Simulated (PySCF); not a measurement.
# How strong are the bonds of boranyloxyborane?

System: `BOB` (B2H4O). Coordinates in Å; atoms count from 1 in this order:
```
B     1.2360   -0.2094   -0.3371
O     0.0017    0.0028    0.1205
B    -1.2326    0.2149    0.5779
H     1.4119   -1.1060   -1.1297
H     2.1293    0.5035    0.0592
H    -1.9488    0.9801   -0.0259
H    -1.5858   -0.3667    1.5780
```

These are calculated values, M06-2X/def2-TZVP in PySCF (grid level 3) at geometries from PBE0-D3(BJ)/def2-SVP. Thermal corrections: PBE0-D3(BJ)/def2-SVP frequencies, unscaled, ideal gas at 298.15 K and 1 bar, quasi-RRHO entropy.

| bond | r / Å | radicals | BDE(298 K) / kJ/mol | BDFE / kJ/mol | D₀ / kJ/mol | Dₑ / kJ/mol |
| --- | --- | --- | --- | --- | --- | --- |
| B1–H | 1.210 | `[BH]OB` + H• | 421 | 384 | 415 | 444 |
| B1–O2 | 1.333 | BH2• + `B[O]` | 545 | 496 | 539 | 571 |

Homolysis to relaxed radicals in the gas phase; the table need not hold every single bond outside rings.

Weakest of these: B1–H (421 kJ/mol); strongest: B1–O2 (545 kJ/mol).

Structures, frequencies and single points took 87 s of wall time on 1 thread of Arm Neoverse V1 (shared host), launched as `OMP_NUM_THREADS=1 python redox_run.py task.json out`.
